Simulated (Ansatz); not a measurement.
## Ansatz (development build ahead of 0.2.0) run

```yaml
crystal:
  periodic: [false, false, false]
  atoms:
    - { symbol: Si, position_ang: [0.0, 0.0, 0.0] }
    - { symbol: Si, position_ang: [0.0, 0.0, 5.85] }
basis:
  gaussian: { orbitals: def2-SVP }
magnetization:
  spin_polarized: true
  initial_magnetization: 2
hamiltonian:
  xc: pbe0
scf:
  omitted_lower_state_checks: [stability, starts, atomic_configurations, cluster_reference, orbital_swaps, given_window_search, neighbouring_geometries, increment]
output:
  forces: true
```

The input is written out in the form of the current development build from the run's settings.

The run gave:

```json
{
  "Converged": "yes",
  "Total energy": "-578.29351 hartree",
  "Spin squared of the determinant": "3.014"
}
```

Forces (eV/Å):
```tsv
atom	Fx	Fy	Fz
Si1	0.000	0.000	0.022
Si2	0.000	0.000	-0.022
```

Caution: the unrestricted determinant is a mixture of spin states.
